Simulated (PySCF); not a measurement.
**SiH2Cl radical: electronic structure in real space**

Aim: take SiH2Cl radical and analyse its density (charges, bond critical points, surface potential), measure its response to a uniform field and see where an electron leaves and enters.

Program: PySCF 2.14.0. Level of theory: levels as typed in each script, gas phase, geometry from GFN2-xTB. These are calculated values, not measurements.

## (1) Where the work starts

4 atoms, charge 0, spin multiplicity 2.

Bond lengths: Cl1–Si2 2.022 Å, Si2–H3 1.452 Å, Si2–H4 1.451 Å. Angles: Cl1–Si2–H3 110.2°, Cl1–Si2–H4 110.3°, H3–Si2–H4 115.1°.

Geometry (Å):

```xyz
4
ClH2Si
Cl   -1.01137   -0.00001    0.01495
Si    1.00814   -0.00009   -0.08714
H     1.53919    1.22540    0.48258
H     1.54014   -1.22396    0.48323
```

## (2) Density, bond paths and surface potential (r2SCAN/6-311g**)

input.py

```python
import numpy as np
from pyscf import gto, scf, dft
from pyscf.scf import atom_ks, atom_hf
from scipy.linalg import block_diag

def solve(mol, dm0=None, hcore=None):
    mf = (dft.UKS if mol.spin else dft.RKS)(mol, xc='r2scan')
    mf.grids.level = 3
    mf = mf.density_fit(auxbasis='def2-universal-jkfit')
    mf.conv_tol, mf.max_cycle = 1e-8, 80
    if hcore is not None:
        mf.get_hcore = lambda *args: hcore
    mf.kernel(dm0)
    if not mf.converged:
        mf = mf.newton().run(mf.mo_coeff, mf.mo_occ, max_cycle=30)
    assert mf.converged, 'SCF not converged'
    return mf

mol = gto.M(atom='''
Cl    -1.01137    -0.00001     0.01495
Si     1.00814    -0.00009    -0.08714
H      1.53919     1.22540     0.48258
H      1.54014    -1.22396     0.48323
''', basis='6-311g**', charge=0, spin=1, verbose=4)
mf = solve(mol)
mf.analyze()
# spherically averaged free atoms, for the promolecule
atm = atom_ks.get_atm_nrks(mol, xc='r2scan')
pro = block_diag(*[(atm[a[0]][2] * atm[a[0]][3]) @ atm[a[0]][2].T for a in mol._atom])
np.savez('result.npz', e=mf.e_tot, c=mf.mo_coeff, occ=mf.mo_occ, eps=mf.mo_energy, pro=pro, dip=mf.dip_moment(verbose=0), s2=mf.spin_square()[0])
```

Launch:

```sh
OMP_NUM_THREADS=1 python input.py
```

## (4) Response to an electric field (LDA (SVWN)/def2-svpd)

input.py

```python
import numpy as np
from pyscf import gto, scf, dft
from pyscf.scf import atom_ks, atom_hf
from scipy.linalg import block_diag

def solve(mol, dm0=None, hcore=None):
    mf = (dft.UKS if mol.spin else dft.RKS)(mol, xc='svwn')
    mf.grids.level = 3
    mf = mf.density_fit(auxbasis='def2-universal-jkfit')
    mf.conv_tol, mf.max_cycle = 1e-8, 80
    if hcore is not None:
        mf.get_hcore = lambda *args: hcore
    mf.kernel(dm0)
    if not mf.converged:
        mf = mf.newton().run(mf.mo_coeff, mf.mo_occ, max_cycle=30)
    assert mf.converged, 'SCF not converged'
    return mf

mol = gto.M(atom='''
Cl    -1.01137    -0.00001     0.01495
Si     1.00814    -0.00009    -0.08714
H      1.53919     1.22540     0.48258
H      1.54014    -1.22396     0.48323
''', basis='def2-svpd', charge=0, spin=1, verbose=4)
field = np.array([0.008, 0.0, 0.0])  # atomic units
mol.set_common_orig(mol.atom_charges() @ mol.atom_coords() / mol.atom_charges().sum())
mf = solve(mol)
out = dict(dm0=mf.make_rdm1(), d0=mf.dip_moment(unit='AU'), e0=mf.e_tot)
for name, sign in (('p', 1), ('m', -1)):
    h = mf.get_hcore() + sign * np.einsum('x,xij->ij', field, mol.intor('int1e_r'))
    mi = solve(mol, mf.make_rdm1(), h)
    out.update({'dm' + name: mi.make_rdm1(), 'd' + name: mi.dip_moment(unit='AU'), 'e' + name: mi.e_tot})
# spherically averaged free atoms, for the promolecule
atm = atom_ks.get_atm_nrks(mol, xc='svwn')
pro = block_diag(*[(atm[a[0]][2] * atm[a[0]][3]) @ atm[a[0]][2].T for a in mol._atom])
np.savez('result.npz', pro=pro, **out)
```

## (6) Removing and adding an electron (B3LYP/6-31+g*)

input.py

```python
import numpy as np
from pyscf import gto, scf, dft
from pyscf.scf import atom_ks, atom_hf
from scipy.linalg import block_diag

def solve(mol, dm0=None, hcore=None):
    mf = (dft.UKS if mol.spin else dft.RKS)(mol, xc='b3lyp')
    mf.grids.level = 3
    mf = mf.density_fit(auxbasis='def2-universal-jkfit')
    mf.conv_tol, mf.max_cycle = 1e-8, 80
    if hcore is not None:
        mf.get_hcore = lambda *args: hcore
    mf.kernel(dm0)
    if not mf.converged:
        mf = mf.newton().run(mf.mo_coeff, mf.mo_occ, max_cycle=30)
    assert mf.converged, 'SCF not converged'
    return mf

mol = gto.M(atom='''
Cl    -1.01137    -0.00001     0.01495
Si     1.00814    -0.00009    -0.08714
H      1.53919     1.22540     0.48258
H      1.54014    -1.22396     0.48323
''', basis='6-31+g*', charge=0, spin=1, verbose=4)
mf = solve(mol)
out = dict(e0=mf.e_tot, dm0=mf.make_rdm1(), c=mf.mo_coeff, occ=mf.mo_occ, eps=mf.mo_energy)
for name, dq, spin in [('cation', 1, 0), ('anion', -1, 0)]:
    ion = mol.copy().set(charge=mol.charge + dq, spin=spin).build()
    mi = solve(ion)
    if spin and dq > 0 and mol.nao < 130:
        c, _, stable, _ = mi.stability(return_status=True)
        if not stable:
            mi = solve(ion, mi.make_rdm1(c, mi.mo_occ))
    print(name, 'vertical energy change / eV', (mi.e_tot - mf.e_tot) * 27.211386)
    out.update({'e_' + name: mi.e_tot, 'dm_' + name: mi.make_rdm1(), 's2_' + name: mi.spin_square()[0], 'eps_' + name: mi.mo_energy, 'occ_' + name: mi.mo_occ})
# spherically averaged free atoms, for the promolecule
atm = atom_ks.get_atm_nrks(mol, xc='b3lyp')
pro = block_diag(*[(atm[a[0]][2] * atm[a[0]][3]) @ atm[a[0]][2].T for a in mol._atom])
np.savez('result.npz', pro=pro, **out)
```

(Steps that only read results are left out.)

Before running it: what results should come out? Wanted: dipole moment; HOMO, LUMO; polarisability along the field; vertical ionisation energy; vertical electron affinity.

The runs gave:

```
                                             quantity            value
                      dipole moment (r2SCAN/6-311g**)           1.44 D
                         HOMO, LUMO (r2SCAN/6-311g**)  -5.57, -3.04 eV
polarisability along the field (LDA (SVWN)/def2-svpd)       55.4 bohr³
           vertical ionisation energy (B3LYP/6-31+g*)          8.65 eV
           vertical electron affinity (B3LYP/6-31+g*)          0.89 eV
```

In words: At r2SCAN/6-311g**: The highest Hirshfeld charge is on Si2 (+0.26 e), the lowest on Cl1 (−0.13 e). The ionisation energy from two SCF runs, 8.65 eV, lies 2.6 eV above −ε(HOMO) = 6.03 eV of the same level, B3LYP/6-31+g*, since self-interaction lifts this functional's HOMO. All values hold at the given geometry, in the gas phase.
